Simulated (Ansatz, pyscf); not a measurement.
`[NH2][NH2]` + `[SiH2]` [singlet] → `[NH2][NH][SiH3]`, an insertion on the singlet surface: H–N broken, N–Si, H–Si formed. PySCF, gas phase, ωB97X-D3(BJ)/def2-SVP geometries. Wave-function energies: Ansatz (a first-principles code), frozen core, RHF or UHF references. In kcal/mol, from the separated reactants.

| level | barrier | reaction energy |
|---|---|---|
| PBE/def2-TZVP | -6.74 | -64.64 |
| M06-2X/def2-TZVP | 2.96 | -66.95 |
| CCSD(T)/cc-pV(D+d)Z | 7.33 | -59.86 |
| CCSDT(Q)/cc-pV(D+d)Z | ___ | ___ |
| CCSD(T)/cc-pV(T+d)Z | 4.43 | -63.98 |
| CCSD(T)/cc-pV(Q+d)Z | ___ | -65.73 |

Task: Some entries are withheld; supply them.

Result: 
- CCSDT(Q)/cc-pV(D+d)Z, barrier: 6.82
- CCSDT(Q)/cc-pV(D+d)Z, reaction energy: -59.80
- CCSD(T)/cc-pV(Q+d)Z, barrier: 3.39

In cc-pV(D+d)Z, going from CCSD(T) to CCSDT(Q) shifts the barrier by -0.50 and the reaction energy by +0.06 kcal/mol. With HF in the quadruple-zeta basis and the correlation energy extrapolated as X⁻³ from X = 3, 4, CCSD(T) gives 2.70 and -66.66; adding the double-zeta shift gives ΔE‡ = 2.20 and ΔE = -66.61 kcal/mol, without core correlation, relativity or geometry relaxation at these levels. On the reactant side the descent ends in an adduct with a N–Si contact, 35.83 kcal/mol under the separated species and 37.77 kcal/mol under the saddle at ωB97X-D3(BJ)/def2-TZVP. At PBE the saddle lies under the separated reactants, which points to a path from their complex (located at ωB97X-D3(BJ) alone). What is counted as formed (N–Si) is already present as a longer contact in the reactant adduct; forming that adduct is a step of its own. At ωB97X-D3(BJ)/def2-TZVP the barrier from the zero used here is 1.94 kcal/mol. H₂N–NH–SiH₃ lies 57.36 kcal/mol over its isomer H₂N–SiH₂–NH₂ (electronic energy, ωB97M-D3(BJ)/def2-TZVP). One saddle was located; it need not be the lowest between these sides.
